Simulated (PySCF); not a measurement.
System: CH3O, net charge 1, singlet state. It need not be the lowest isomer of its formula. 
Geometry from a B3LYP-D3(BJ)/def2-TZVP (Ansatz) optimisation:
```xyz
5

O     -0.0979    -0.1422     0.5992
C      0.1102     0.0465    -0.6131
H      0.0911     1.0460    -1.0519
H      0.3117    -0.8456    -1.2054
H     -0.2809     0.6582     1.1425
```
Charge +1, spin multiplicity 1.

Dispersion corrections to the total energy (kcal/mol) from the dftd3 and dftd4 libraries through PySCF: D3(BJ) without and D4 with the three-body term, each with the damping fitted for the functional named.

```csv
functional,D3(BJ),D4
HF,-10.12,-2.36
PBE0,-0.74,-0.41
TPSS,___,-0.70
CAM-B3LYP,-0.60,___
BP86,-1.29,-0.63
HSE06,-0.49,-0.38
LC-wPBE,___,-0.56
```

Problem. Fill in the missing entries.

Solution. 
- TPSS, D3(BJ): -1.12
- CAM-B3LYP, D4: -0.40
- LC-wPBE, D3(BJ): -0.76
